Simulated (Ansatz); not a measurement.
An Ansatz input:

```yaml
crystal:
  lattice:
    - [0.0, 2.5175938001, 2.5175938001]
    - [2.5175938001, 0.0, 2.5175938001]
    - [2.5175938001, 2.5175938001, 0.0]
  atoms:
    - { symbol: Pb, position: [0.0, 0.0, 0.0] }
hamiltonian:
  xc: pbe
  pseudopotentials:
    kind: paw
    azcp:
      Pb: "pseudopotentials/Pb.paw.azcp"
basis:
  ecutwfc: 420
  fft_grid_basis: typed
kpoints:
  mp_grid: { grid: [18, 18, 18], shift: [0, 0, 0] }
magnetization:
  spin_polarized: false
scf:
  occupations: { method: fermi_dirac, width: 0.1 }
```

Terminal output

```
Engine: ansatz 0.2.0, x86_64-unknown-linux-gnu
Pseudopotentials: kind: paw
Pseudopotential: Pb, paw, valence charge 14, recommended cutoff 420 eV (normal) 
Functional definition: PBE
  parameter kappa = 0.804
  parameter beta = 0.06672455060314922
  exchange = pbe_x(kappa = kappa, mu = beta*pi^2/3)
  correlation = pbe_c(beta = beta)
Crystal: 1 atoms, lattice volume = 31.914 Å³
Basis set: ecut = 420 eV, 609 PW (Γ)
Bands: 11, of which v1, the nominal top of the filled ones, is band 7 counted from 1 (6 counted from 0)
Symmetry: 48 space group operations
Space group: Fm-3m (ITA 225), of the structure as read, at distance tolerance 3.2e-5 Å
k-points: 195 of 5832
Non-local potential: Pb, projectors of the file, l = 0: 2, l = 1: 2, l = 2: 2, l = 3: 2
PAW form: soft (Blöchl's): semilocal exchange-correlation on the pseudo side does not see the compensation charge
PAW one-centre angular grid: Pb, 590 points (default); XC on 64 Gauss nodes
Initial density: superposition of atomic densities (neutral atoms: chi_scale 0, normalization atom), corrected by the library's trained network
Initial wavefunctions: pseudopotential atomic-orbital guess
Functional: x = pbe(κ = 0.804, μ = 0.2195149727645171), c = pbe(β = 0.06672455060314922)
SCF iter   1: F=—  HF=-11906.422644 eV  |F-HF|=—  |Δ(HF+E_count)|=         —  Δρ=5.15e-4  dr2=5.78e-5  ethr=1.77e-3  ⟨swp⟩=5.5  Hψ=14007  notcnv=0
SCF iter   2: F=—  HF=-11906.422191 eV  |F-HF|=—  |Δ(HF+E_count)|=   4.53e-4  Δρ=3.79e-4  dr2=2.16e-5  ethr=4.13e-7  ⟨swp⟩=2.4  Hψ=5175  notcnv=0
SCF iter   3: F=—  HF=-11906.422212 eV  |F-HF|=—  |Δ(HF+E_count)|=   2.06e-5  Δρ=1.07e-4  dr2=2.32e-6  ethr=1.55e-7  ⟨swp⟩=3.0  Hψ=3477  notcnv=0
SCF iter   4: F=—  HF=-11906.422215 eV  |F-HF|=—  |Δ(HF+E_count)|=   3.46e-6  Δρ=2.35e-5  dr2=2.29e-7  ethr=1.66e-8  ⟨swp⟩=2.0  Hψ=2509  notcnv=0
iter 5 did not close the SCF: its close was put off for the readings that it lacked (scf_convergence_deferred on its scf_iter line)
SCF iter   5: F=-11906.422215 eV  HF=-11906.422215 eV  |F-HF|=6.10e-9  |Δ(HF+E_count)|=   5.93e-8  Δρ=4.13e-6  dr2=6.25e-9  ethr=1.64e-9  ⟨swp⟩=2.1  Hψ=3445  notcnv=0
SCF iter   6: F=-11906.422215 eV  HF=-11906.422215 eV  |F-HF|=6.33e-10  |Δ(HF+E_count)|=   2.09e-9  Δρ=1.11e-6  dr2=5.50e-10  ethr=4.47e-11  ⟨swp⟩=1.3  Hψ=6497  notcnv=0
SCF 1 converged in 6 iterations: F = -11906.422215 eV  dr2 = 5.50e-10
SCF converged after 6 iterations
Free energy (F): -11906.422215 eV
Harris-Foulkes:  -11906.422215 eV  (|F-HF|=6.33e-10)
Internal energy: -11906.402471 eV  (E = F + TS)
E sigma→0 (E₀):  -11906.412343 eV
Entropy (-TS):   -0.019744 eV (-19.744 meV/atom)
Fermi energy:    10.260549 eV
--- Per-component energies (eV) ---
  E_band       = -46.536871
  E_kinetic    = 288.375766
  E_local      = -1048.976836  (includes V_loc(G=0)·N_el)
  E_nonlocal   = 349.519691
  E_hartree    = 415.636258
  E_xc         = -220.573870
  E_vxc        = -132.207439  (∫ρ·V_xc dr)
  E_paw        = -10405.426822  (= ΣΔE_a)
  E_vpaw       = -334.519663  (= ΣTr[D̂ρ^β])
  E_aug_tail   = 0.000046  (compensation charges beyond the density's cutoff)
  E_ewald      = -1284.956705
  E_smearing   = -0.019744  (= −TS)
  E_closure    = 0.000000  (closes the sum)
  Σ components = -11906.422215   (vs F -11906.422215, Δ=0.00e0)
```
